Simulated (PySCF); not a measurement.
Gas-phase reaction: 2 PH + Si2H5 + 3 H → 2 H3SiPH2

Computed with PySCF and rigid-rotor harmonic-oscillator thermochemistry at 1 bar. † marks an energy on the PBE0/def2-TZVP geometry and frequencies; other levels use their own. CCSD(T) freezes the core. Open shells (unrestricted): PH (multiplicity 3), Si2H5 (multiplicity 2), H (multiplicity 2); the rest are closed-shell singlets. B3LYP is the form with VWN-RPA correlation. Si2H5: computed as isolated molecules; such fragments, hydroxides, amides, oligomers or adducts are transient or little studied in the gas. CCSD(T) isn't extrapolated to the basis-set limit; its ΔH°(298 K) is -1178.8 kJ in def2-SVP and -1255.2 kJ in def2-TZVPP. The harmonic model lacks anharmonicity and excited electronic states, which grow with temperature; levels with a mode under 35 cm⁻¹ are left out. Internal rotation in Si2H5, H3SiPH2 is treated as a harmonic vibration of one conformer, which makes the entropy rough.

```json
[
 {"level": "B3LYP/def2-TZVP†", "ΔE electronic, kJ": "-1331", "ΔH°(298 K), kJ": "-1264", "ΔS°(298 K), J/K": "-469", "ΔG°(1000 K), kJ": "-778"},
 {"level": "BLYP/def2-TZVP†", "ΔE electronic, kJ": "-1312", "ΔH°(298 K), kJ": "-1246", "ΔS°(298 K), J/K": "-469", "ΔG°(1000 K), kJ": "-759"},
 {"level": "CCSD(T)/def2-SVP†", "ΔE electronic, kJ": "-1245", "ΔH°(298 K), kJ": "-1179", "ΔS°(298 K), J/K": "-469", "ΔG°(1000 K), kJ": "-692"},
 {"level": "HF/def2-TZVP†", "ΔE electronic, kJ": "-954", "ΔH°(298 K), kJ": "-888", "ΔS°(298 K), J/K": "-469", "ΔG°(1000 K), kJ": "-401"},
 {"level": "PBE/def2-SVP", "ΔE electronic, kJ": "-1312", "ΔH°(298 K), kJ": "-1248", "ΔS°(298 K), J/K": "-469", "ΔG°(1000 K), kJ": "-762"},
 {"level": "PBE0/def2-QZVP†", "ΔE electronic, kJ": "-1316", "ΔH°(298 K), kJ": "-1249", "ΔS°(298 K), J/K": "-469", "ΔG°(1000 K), kJ": "-763"},
 {"level": "r2SCAN/def2-TZVP†", "ΔE electronic, kJ": "-1320", "ΔH°(298 K), kJ": "-1254", "ΔS°(298 K), J/K": "-469", "ΔG°(1000 K), kJ": "-767"},
 {"level": "ωB97M-V/def2-TZVP†", "ΔE electronic, kJ": "-1377", "ΔH°(298 K), kJ": "-1310", "ΔS°(298 K), J/K": "-469", "ΔG°(1000 K), kJ": "-824"},
 {"level": "ωB97X-V/def2-TZVP†", "ΔE electronic, kJ": "-1376", "ΔH°(298 K), kJ": "-1310", "ΔS°(298 K), J/K": "-469", "ΔG°(1000 K), kJ": "-823"}
]
```
ΔH° is lowest at ωB97M-V/def2-TZVP† and highest at HF/def2-TZVP†. No reference value is set beside these.
